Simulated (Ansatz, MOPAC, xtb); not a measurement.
**How methods differ on SiH2S2 (SMILES S[Si]S)**

The runs start from one conformer, not always the lowest.

SiH2S2, singlet, SMILES `S[Si]S`. Each level relaxes the structure for itself.

Quantity: the zero-point energy at each level's own minimum, in kJ/mol. The values are calculated.

```tsv
level	kind	program	value (kJ/mol)
MNDOD	semi-empirical	MOPAC	56.3
PM6-D3	semi-empirical	MOPAC	45.4
PM6-DH+	semi-empirical	MOPAC	45.4
GFN2-xTB	semi-empirical	xtb	46.8
HF/STO-3G	Hartree–Fock	Ansatz	65.1
HF/3-21G	Hartree–Fock	Ansatz	51.3
HF/6-31G* (Cartesian functions)	Hartree–Fock	Ansatz	56.6
PBE/def2-SVP	GGA	Ansatz	49.9
PBE0-D4/def2-TZVP	global hybrid	Ansatz	52.1
B3LYP/6-31G* (Cartesian functions)	global hybrid	Ansatz	51.5
```

Harmonic and unscaled. The values span 45.4 to 65.1 kJ/mol. Without the sets that lack polarisation functions the rows with a basis span only 49.9 to 56.6 kJ/mol.
